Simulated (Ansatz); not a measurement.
**AlH5O (built from SMILES [H][H].[OH][AlH2]): functionals against CCSD(T) at one geometry**

An exercise on one series of results from a longer session: the logs are not shown, and one member is left open.

Method: single points in def2-TZVPP; program: Ansatz 0.2.0, Gaussian basis.

Correlated methods freeze the cores.

## Where the work starts

7 atoms, charge 0, spin multiplicity 1.

Atoms are counted from 1 here; the program's logs count them from 0.

Bond lengths: Al1–O2 2.142 Å, Al1–H4 1.329 Å, O2–H5 1.222 Å, O2–H7 0.839 Å. Angles: O2–Al1–H4 144.3°, Al1–O2–H5 65.2°, Al1–O2–H7 137.5°, H5–O2–H7 115.2°.

Geometry (Å):

```
Al   -0.79380   -0.29710   -0.23700
O     1.11990    0.66480   -0.25120
H    -0.52030   -1.86410   -0.89620
H    -2.10500   -0.09000   -0.16970
H     0.51510    0.74310    0.80800
H    -0.01700    0.28830    1.41440
H     1.92570    0.44080   -0.18610
```

The first run:

File run/in.yaml:

```yaml
crystal:
  periodic: [false, false, false]
  atoms:
    - {symbol: Al, position_ang: [-0.793800, -0.297100, -0.237000]}
    - {symbol: O, position_ang: [1.119900, 0.664800, -0.251200]}
    - {symbol: H, position_ang: [-0.520300, -1.864100, -0.896200]}
    - {symbol: H, position_ang: [-2.105000, -0.090000, -0.169700]}
    - {symbol: H, position_ang: [0.515100, 0.743100, 0.808000]}
    - {symbol: H, position_ang: [-0.017000, 0.288300, 1.414400]}
    - {symbol: H, position_ang: [1.925700, 0.440800, -0.186100]}
basis:
  gaussian: {orbitals: def2-TZVPP}
correlation: {method: ccsd_t}
output: {forces: true}
```

No record of the launch command was kept for these runs.

Among the steps run: CCSD(T)/def2-TZVPP; PBE0-D4/def2-TZVPP; wB97M-V/def2-TZVPP; r2SCAN-D4/def2-TZVPP; PBE-D4/def2-TZVPP; LC-wPBE/def2-TZVPP; revPBE-D4/def2-TZVPP.

One of the session's tables, all rows but one given; the rest of the session is left out.

```
   method  RMS force component (eV/Å)  angle to CCSD(T) forces (°)  dipole (D)
  CCSD(T)                       4.002                    reference        0.89
  PBE0-D4                       3.974                          0.8        0.86
  wB97M-V                       3.955                          1.1        0.87
r2SCAN-D4                       3.977                          0.6        0.96
   PBE-D4                       4.050                          2.1        0.92
  LC-wPBE                           ?                            ?           ?
revPBE-D4                       4.044                          2.4        0.94
```

Estimate the missing values for LC-wPBE.

The run gave: RMS force component (eV/Å): 3.998; angle to CCSD(T) forces (°): 0.9; dipole (D): 0.87. In the column «RMS force component (eV/Å)» it lies between r2SCAN-D4 (3.977) and CCSD(T) (4.002).
